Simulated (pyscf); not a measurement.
Single points on ωB97X-D3(BJ)/def2-SVP structures (PySCF, gas phase). MP2 and CC: frozen core, UHF for open shells. ΔMP2 is the change of the MP2 total energy from the triple- to the quadruple-zeta basis.

H₃Si–AsH₂ → AsH₃ + SiH₂ [singlet]
Surface: singlet. Broken: As–Si, H–Si. Formed: As–H. Give ΔE‡ and ΔE from CCSD(T)/def2-TZVPP + ΔMP2(QZVPP), relative to the reactant's lowest minimum found.

ΔE‡ = 52.2 kcal/mol, ΔE = +62.7 kcal/mol. Zero-point energy shifts the barrier by -2.2 kcal/mol. It is a 1,1-elimination, with an imaginary mode of 407i cm⁻¹. On the product side the descent ends in an adduct with a As–Si, H–Si contact, 13.4 kcal/mol under the separated species and 0.4 kcal/mol under the saddle at ωB97X-D3(BJ)/def2-TZVP. At CCSD(T) the saddle lies under the separated products, which points to a path from their complex (located at ωB97X-D3(BJ) alone), and parting the products costs more than the saddle. What is counted as broken (As–Si, H–Si) persists as a longer contact in the product adduct; parting that adduct is a step of its own. At ωB97X-D3(BJ) the barrier from the zero used here is 57.0 kcal/mol. This is the saddle that the search found; another between the same sides may lie lower. The CCSD(T) − MP2 part came from Ansatz, without density fitting, on the same reference. The frozen core leaves the outer d or s,p core shells of the metals and heavy elements correlated in the MP2 and CC values, and def2-TZVPP describes them poorly, which can shift differences by a few kcal/mol. Elements up to Kr have no core potential and no relativistic terms here.
